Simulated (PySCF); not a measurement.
Published values to compare with (the computed states carry no symmetry labels, so the two lists aren't matched line by line):

| state | E (eV) | f | kind of transition | source |
| --- | --- | --- | --- | --- |
| 3B1(n→π*) | 3.93 |  | vertical absorption | [1] |
| 1B1(n→π*) | 4.13 |  | band maximum or as reported | [2] |
| 1B1(n→π*) | 4.26 | 0.000 | vertical absorption | [1] |
| 3B2(π→π*) | 4.88 |  | vertical absorption | [1] |
| 3A2(n→π*) | 5.35 |  | vertical absorption | [1] |
| 1A2(n→π*) | 5.55 |  | vertical absorption | [1] |
| 1B2(n→3s) | 6.22 |  | band maximum or as reported | [2] |
| 1B2(n→3s) | 6.34 | 0.003 | vertical absorption | [1] |
| 1B2(π→π*) | 6.54 | 0.047 | vertical absorption | [1] |
| 3A1(π→π*) | 6.79 |  | vertical absorption | [1] |
| 1B2(n→3p) | 6.88 |  | band maximum or as reported | [2] |
| 1B2(n→3p) | 6.98 | 0.018 | vertical absorption | [1] |
| 1A1(n→3p) | 7.02 | 0.003 | vertical absorption | [1] |
| 1A1(π→π*) | 8.28 | 0.320 | vertical absorption | [1] |

[1] computed, theoretical best estimate (aug-cc-pVTZ, frozen core, CC3 geometry), gas; Veril, Scemama, Caffarel, Lipparini, Boggio-Pasqua, Jacquemin, Loos, WIREs Comput. Mol. Sci. 2021, 11, e1517 (QUESTDB)
[2] measured, gas; Loos, Lipparini, Boggio-Pasqua, Scemama, Jacquemin (2019), arXiv:1912.04173, literature columns

Compound: cyclopropenone, C₃H₂O.
Bonds: O1–C2 (double), C2–C3, C3–C4 (double), C2–C4. Hydrogens: H5 on C3; H6 on C4.

Computed, not measured: TDDFT B3LYP/def2-SVPD, vertical, gas phase, core orbitals frozen in the response (PySCF). Isolated species at its GFN2-xTB geometry, gas phase.

Computed singlets: 4.00 eV (f 0.000); 5.60 eV (f 0.000); 6.32 eV (f 0.004); 6.54 eV (f 0.051); 7.01 eV (f 0.023); 7.09 eV (f 0.007); 7.61 eV (f 0.000); 8.13 eV (f 0.014). Computed triplets (Tamm–Dancoff): 3.60, 4.69, 5.20 eV.

**Question.** How does the lowest computed singlet compare with the best estimate listed for the lowest singlet (vertical absorption)?

**Answer.** 4.00 eV against 4.26 eV for 1B1(n→π*) [1]: a difference of -0.26 eV. Geometry and basis of the two calculations needn't be the same.

**Question.** How does the lowest computed triplet compare with the best estimate listed for the lowest triplet (vertical absorption)?

**Answer.** 3.60 eV against 3.93 eV for 3B1(n→π*) [1]: a difference of -0.33 eV. Geometry and basis of the two calculations needn't be the same.

A measured band maximum holds vibronic effects and, in solution, solvent shifts, so it needn't equal the vertical energy.

Time: 2.8 s of wall time. Hardware: one thread, x86-64 server, shared host.
